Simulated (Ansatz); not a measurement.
# AlH₃ (triplet): RPA-PBE over vertical spin and charge gaps, aug-cc-pVDZ

How well do these functionals follow the top wave-function level for AlH₃ (triplet) over vertical spin and charge gaps?

Computed with Ansatz 0.2.0, Gaussian basis. Level: aug-cc-pVDZ, all electrons in the functionals, frozen cores in the correlation of double hybrids and RPA.

To be run: RPA-PBE, at charge 0, triplet; charge 0, singlet; charge 0, quintet; charge 1, doublet; charge 1, quartet.

14 further runs of the same task are left out: 7 for a known fault of the program, 1 that didn't finish, 6 set aside as unsound or not needed.

## (1) The system

The geometry is a PBE0/def2-TZVP stationary point (not a proven minimum).

4 atoms, charge 0, spin multiplicity 3.

Atoms are counted from 1 here; the program's logs count them from 0.

Bond lengths: Al1–H2 1.590 Å, Al1–H3 1.843 Å, Al1–H4 1.843 Å, H3–H4 0.841 Å. Angles: H2–Al1–H3 101.8°, H2–Al1–H4 101.8°, H3–Al1–H4 26.4°, Al1–H3–H4 76.8°, Al1–H4–H3 76.8°.

As a file:

```xyz
4
AlH3
Al    0.0000    0.0744   -0.0956
H     0.0000   -1.3724   -0.7540
H     0.4207   -0.3098    1.6570
H    -0.4207   -0.3098    1.6570
```

No dispersion term is added.

The geometry shown and the zero of energy belong to the point charge 0, triplet. The yardstick, FCI, and other wave-function levels (R restricted, U unrestricted, valence and pair active spaces) come from earlier runs.

## (2) RPA-PBE, charge 0, triplet

in.yaml reads:

```yaml
crystal:
  periodic: [false, false, false]
  atoms:
    - {symbol: Al, position_ang: [0.000000, 0.074413, -0.095633]}
    - {symbol: H, position_ang: [0.000000, -1.372409, -0.753982]}
    - {symbol: H, position_ang: [0.420650, -0.309773, 1.656991]}
    - {symbol: H, position_ang: [-0.420650, -0.309773, 1.656991]}
basis:
  gaussian: {orbitals: aug-cc-pVDZ}
magnetization: {spin_polarized: true, initial_magnetization: 2}
hamiltonian: {xc: {name: PBE}}
correlation: {method: rpa, electrons: outside_noble_gas}
```

The run is started by

```sh
> ansatz run in.yaml --threads 1 --pin off --events-out ev --progress --plain --max-ram 3968MiB --backend cpu
```

The log of the run:

```text
Functional definition: PBE
  name "PBE"
  cite "Perdew, Burke & Ernzerhof, Phys. Rev. Lett. 77, 3865 (1996) doi:10.1103/PhysRevLett.77.3865"
  parent pbe
  parameter kappa = 0.804
  parameter beta = 0.06672455060314922
  exchange = pbe_x(kappa = kappa, mu = beta*pi^2/3)
  correlation = pbe_c(beta = beta)
524 factors; integrals over basis functions are off by at most 5.0e-4 eV
mean field evaluation 1: about -6636.7358 eV, gradient 1.1e1 eV
mean field evaluation 2: about -6636.7325 eV, gradient 1.1e1 eV
mean field evaluation 4: about -6638.0911 eV, gradient 1.8e0 eV
mean field evaluation 8: about -6638.1340 eV, gradient 2.8e-2 eV
mean field evaluation 16: about -6638.1340 eV, gradient 1.2e-6 eV
mean field -6638.13404108 eV, -243.9469265210 hartree, gradient 1.2e-6 eV, S^2 2.001576; 0 other end points of the search recorded, 0 dependent functions left out
5 core orbitals not correlated: weight in the atoms' cores, before any rotation towards them, 1.000 or more for the frozen orbitals, at most 0.000 for the correlated occupied ones
reference -6626.74346599 eV, -243.5283306071 hartree; 4, 2 occupied and 45, 47 virtual orbitals, 524 factors
Total energy: -6631.74130249 eV, -243.7119977107 hartree
```

Wall time 1 s (1 thread of AMD EPYC 7R13, shared host).

From the report: ⟨S²⟩ of the determinant 2.002 (pure triplet: 2.00).

## (3) RPA-PBE, charge 0, singlet

Changes to in.yaml since step 2:

```diff
@@ -9,3 +9,3 @@
   gaussian: {orbitals: aug-cc-pVDZ}
-magnetization: {spin_polarized: true, initial_magnetization: 2}
+magnetization: {spin_polarized: true, initial_magnetization: 0}
 hamiltonian: {xc: {name: PBE}}
```

Launched as before.

The log of the run, shortened:

```text
Functional definition: PBE
  name "PBE"
  cite "Perdew, Burke & Ernzerhof, Phys. Rev. Lett. 77, 3865 (1996) doi:10.1103/PhysRevLett.77.3865"
  parent pbe
[...]
524 factors; integrals over basis functions are off by at most 5.0e-4 eV
[...]
mean field -6638.36016794 eV, -243.9552365297 hartree, gradient 2.1e-6 eV, S^2 0.516546; 12 other end points of the search recorded, 0 dependent functions left out
5 core orbitals not correlated: weight in the atoms' cores, before any rotation towards them, 1.000 or more for the frozen orbitals, at most 0.000 for the correlated occupied ones
reference -6626.76120795 eV, -243.5289826122 hartree; 3, 3 occupied and 46, 46 virtual orbitals, 524 factors
Total energy: -6632.08936265 eV, -243.7247886858 hartree
```

Run time: 4.3 s. Hardware: 1 thread of AMD EPYC 7R13, shared host.

From the report: ⟨S²⟩ of the determinant 0.517 (pure singlet: 0.00). The determinant is far from a pure spin state, so its energy mixes those of several spin states (harmless only where they are near-degenerate, as at dissociation).

From charge 0, triplet: -33.6 kJ/mol.

## (4) RPA-PBE, charge 0, quintet

Changes to in.yaml since step 3:

```diff
@@ -9,3 +9,3 @@
   gaussian: {orbitals: aug-cc-pVDZ}
-magnetization: {spin_polarized: true, initial_magnetization: 0}
+magnetization: {spin_polarized: true, initial_magnetization: 4}
 hamiltonian: {xc: {name: PBE}}
```

Launched as before.

The log of the run, shortened:

```text
Functional definition: PBE
  name "PBE"
  cite "Perdew, Burke & Ernzerhof, Phys. Rev. Lett. 77, 3865 (1996) doi:10.1103/PhysRevLett.77.3865"
  parent pbe
[...]
524 factors; integrals over basis functions are off by at most 5.0e-4 eV
[...]
mean field -6631.08314033 eV, -243.6878106977 hartree, gradient 1.7e-6 eV, S^2 6.000534; 7 other end points of the search recorded, 0 dependent functions left out
5 core orbitals not correlated: weight in the atoms' cores, before any rotation towards them, 1.000 or more for the frozen orbitals, at most 0.000 for the correlated occupied ones
reference -6620.26414767 eV, -243.2902200508 hartree; 5, 1 occupied and 44, 48 virtual orbitals, 524 factors
Total energy: -6624.50006368 eV, -243.4458870928 hartree
```

Run time: 3.2 s. Hardware: 1 thread of AMD EPYC 7R13, shared host.

From the report: ⟨S²⟩ of the determinant 6.001 (pure quintet: 6.00).

From charge 0, triplet: +698.7 kJ/mol.

## (5) RPA-PBE, charge 1, doublet

Changes to in.yaml since step 4:

```diff
@@ -9,3 +9,4 @@
   gaussian: {orbitals: aug-cc-pVDZ}
-magnetization: {spin_polarized: true, initial_magnetization: 4}
+total_charge: 1
+magnetization: {spin_polarized: true, initial_magnetization: 1}
 hamiltonian: {xc: {name: PBE}}
```

Launched as before.

The log of the run, shortened:

```text
Functional definition: PBE
  name "PBE"
  cite "Perdew, Burke & Ernzerhof, Phys. Rev. Lett. 77, 3865 (1996) doi:10.1103/PhysRevLett.77.3865"
  parent pbe
[...]
524 factors; integrals over basis functions are off by at most 5.0e-4 eV
[...]
mean field -6631.03102075 eV, -243.6858953384 hartree, gradient 3.8e-6 eV, S^2 0.752355; 0 other end points of the search recorded, 0 dependent functions left out
5 core orbitals not correlated: weight in the atoms' cores, before any rotation towards them, 1.000 or more for the frozen orbitals, at most 0.000 for the correlated occupied ones
reference -6620.27269814 eV, -243.2905342746 hartree; 3, 2 occupied and 46, 47 virtual orbitals, 524 factors
Total energy: -6624.68819901 eV, -243.4528009388 hartree
```

Run time: 1 s. Hardware: 1 thread of AMD EPYC 7R13, shared host.

From the report: ⟨S²⟩ of the determinant 0.752 (pure doublet: 0.75).

From charge 0, triplet: +680.5 kJ/mol.

## (6) RPA-PBE, charge 1, quartet

Changes to in.yaml since step 5:

```diff
@@ -10,3 +10,3 @@
 total_charge: 1
-magnetization: {spin_polarized: true, initial_magnetization: 1}
+magnetization: {spin_polarized: true, initial_magnetization: 3}
 hamiltonian: {xc: {name: PBE}}
```

Launched as before.

The log of the run, shortened:

```text
Functional definition: PBE
  name "PBE"
  cite "Perdew, Burke & Ernzerhof, Phys. Rev. Lett. 77, 3865 (1996) doi:10.1103/PhysRevLett.77.3865"
  parent pbe
[...]
524 factors; integrals over basis functions are off by at most 5.0e-4 eV
[...]
mean field -6626.18694548 eV, -243.5078788555 hartree, gradient 4.6e-6 eV, S^2 3.750646; 0 other end points of the search recorded, 0 dependent functions left out
5 core orbitals not correlated: weight in the atoms' cores, before any rotation towards them, 1.000 or more for the frozen orbitals, at most 0.000 for the correlated occupied ones
reference -6616.03575503 eV, -243.1348294873 hartree; 4, 1 occupied and 45, 48 virtual orbitals, 524 factors
Total energy: -6619.65266566 eV, -243.2677485013 hartree
```

Wall time 1 s (1 thread of AMD EPYC 7R13, shared host).

From the report: ⟨S²⟩ of the determinant 3.751 (pure quartet: 3.75).

From charge 0, triplet: +1166.4 kJ/mol.

## (7) The comparison

The yardstick is full CI for this spin, exact in this basis with these frozen cores. It comes from earlier runs at the same points. Energies in kJ/mol, counted from charge 0, triplet; blanks weren't run or aren't comparable.

```csv
level,triplet to singlet,triplet to quintet,ionisation to the doublet cation,ionisation to the quartet cation
FCI,-35.2,,666.6,1138.6
RPA-PBE,-33.6,698.7,680.5,1166.4
```

Largest miss and mean time a point (FCI took 31 s a point; shared hosts):

```csv
level,largest miss (kJ/mol),where,time a point
RPA-PBE,+27.7,ionisation to the quartet cation,2.1 s
```

## (8) Results

| quantity | value |
| --- | --- |
| triplet to singlet, FCI | -35.2 kJ/mol |
| ionisation to the doublet cation, FCI | 666.6 kJ/mol |
| ionisation to the quartet cation, FCI | 1138.6 kJ/mol |
| largest miss, RPA-PBE | +27.7 kJ/mol (ionisation to the quartet cation) |

In words: Misses are known at 3 of 4 points at best, and only functionals with that many are ranked. RPA-PBE strays by up to 27.7 kJ/mol, at ionisation to the quartet cation. RPA-PBE clearly breaks the spin symmetry at some points (⟨S²⟩ up to 0.52 above the pure value), so energy there is bought with a mixed spin. Functionals and the yardstick converge differently with the basis, so part of each miss in aug-cc-pVDZ is the basis.
